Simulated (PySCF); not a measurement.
Species: C₄H₁₀P (charge +1).
SMILES: `C[PH+]1CCC1`

The calculation used TDDFT wB97X-D/def2-SVPD, vertical, gas phase, core orbitals frozen in the response (PySCF 2.14.0, density-fitted response routines). Isolated species at its GFN2-xTB geometry (one conformer only).

Orbital energies (eV): HOMO-3 -17.33, HOMO-2 -16.42, HOMO-1 -16.40, HOMO -16.12, LUMO -3.06, LUMO+1 -2.35, LUMO+2 -2.08.

Problem. Among the lowest singlets, which states do these configurations lead, and at what energies: HOMO→LUMO+1, HOMO-1→LUMO, HOMO→LUMO, HOMO-1→LUMO+2, HOMO→LUMO+2, HOMO-2→LUMO, HOMO-1→LUMO+1?

Solution. 

```
state  leading configuration  weight  Δε (eV)  E (eV)  E − Δε (eV)       f  other configurations
   S1              HOMO→LUMO    0.92    13.06    8.07        -4.99   0.012                     –
   S2            HOMO-1→LUMO    0.96    13.33    8.62        -4.72   0.023                     –
   S3            HOMO-2→LUMO    0.88    13.35    8.64        -4.71  0.0000                     –
   S4            HOMO→LUMO+1    0.85    13.77    9.06        -4.71   0.027                     –
   S5          HOMO-1→LUMO+1    0.84    14.04    9.23        -4.82  0.0024                     –
   S6            HOMO→LUMO+2    0.84    14.04    9.41        -4.63   0.050                     –
   S7          HOMO-1→LUMO+2    0.82    14.31    9.54        -4.77   0.019                     –
```

E − Δε runs from -4.99 to -4.63 eV.  Δε is the difference of the two orbital energies.

H and L stand for HOMO and LUMO. The other states: S8 9.57 eV, f 0.030, H-3→L (42%), H-2→L+1 (40%), H→L+2 (9%).

Problem. Which computed triplets share their leading configuration (75% or more) with a singlet, and how far apart are the partners?

Solution. 

```tsv
configuration	triplet	E(T) (eV)	singlet	E(S) (eV)	E(S) − E(T) (eV)
HOMO-1→LUMO	T1	7.62	S2	8.62	+0.99
HOMO→LUMO	T2	7.65	S1	8.07	+0.42
HOMO-2→LUMO	T3	8.44	S3	8.64	+0.20
```

The 3 triplets are Tamm–Dancoff values, the singlets full response.

Summed over the main configurations (up to three a state, each over 8%) of all 8 singlets, the electron leaves HOMO with weight 2.70, HOMO-1 with weight 2.62, HOMO-2 with weight 1.28 and HOMO-3 with weight 0.42.
